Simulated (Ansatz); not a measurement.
Consider the hydrogenolysis of a C–C bond: `CC(C)CC(C)(C)C` + H₂ → `CC(C)(C)C` + `CCC`.

Program: Ansatz. Geometries: PBE0-D4/def2-TZVP. ΔE: electronic, gas phase. CCSD(T)/CBS adds triple-zeta CCSD(T) − MP2 to the extrapolated MP2 energy (def2 sets, frozen cores). This one scheme is used for every species. DFT in def2-TZVPP. B3LYP here is the variant with VWN-RPA as its local correlation; programs differ in this. Each species was taken in one conformer, which may not be the lowest.

(1) Is it downhill or uphill in electronic energy at CCSD(T)/CBS, and by how much? (An estimate is asked.)

(2) What do these levels give: PBE0-D4, B3LYP-D4, ωB97X-V, BLYP, MP2/def2-TZVPP, CCSD/def2-TZVPP? (Best estimate.)

Largest T1 diagnostic among the species: 0.009.

Results:

(1) The calculation gave: Downhill: ΔE = -16.1 kcal/mol.

(2) The calculation gave: PBE0-D4 -17.7, B3LYP-D4 -18.2, ωB97X-V -17.2, BLYP -24.3, MP2/def2-TZVPP -14.7, CCSD/def2-TZVPP -18.1 kcal/mol.

In def2-TZVPP, CCSD(T) changes the Hartree–Fock value by +10.8 kcal/mol (the triples alone add +1.9 kcal/mol) and MP2 by +12.2 kcal/mol. Leaving LDA and LC-ωPBE aside and taking each functional with its dispersion term where it has one, the values, not all of them listed here, spread over 5.4 kcal/mol, from B2PLYP to revPBE-D4. LDA lies +6.1 kcal/mol from PBE without D4.
